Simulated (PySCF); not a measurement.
Mapped SMILES: `[F:1]/[CH:2]=[CH:3]\[CH:4]=[CH:5]/[F:6]` (H(Xn): hydrogen on atom n).

- GIAO PBE0/pcSseg-1 shieldings
- GFN2-xTB structure
- program: PySCF 2.14.0 with density-fitted response routines
- one averaged value for each set of equivalent atoms, non-relativistic Hamiltonian, no solvent, single conformer

Shifts are taken against calculated references (same method and geometry level): TMS for 13C (186.93 ppm), 1H (31.72 ppm); CFCl3 for 19F (170.95 ppm).

```csv
atoms,nucleus,count,Hirshfeld charge,δ (ppm)
F1/F6,19F,2,-0.08,?
H(C2)/H(C5),1H,2,0.06,?
C2/C5,13C,2,0.04,158.2
C3/C4,13C,2,-0.08,109.6
H(C3)/H(C4),1H,2,0.05,6.09
```

Task: Fill in the missing shifts.

Result: 
- H(C2)/H(C5): 6.81 ppm, hydrogen on an alkene CH; attached to an sp2 carbon and in the plane of the double bond
- F1/F6: -123.5 ppm, vinylic fluorine

Shifts are as computed. Against solution values, carbons near 30 ppm lie about +3 ppm off and those near 130 ppm about +5 ppm. Of 1309 compounds with measured shifts, 239 miss one by over three times the rms of a fit or turn the order of signals round; such compounds aren't used in these exercises. Unscaled 19F shifts against computed CFCl3 carry errors that often reach 10 to 50 ppm.
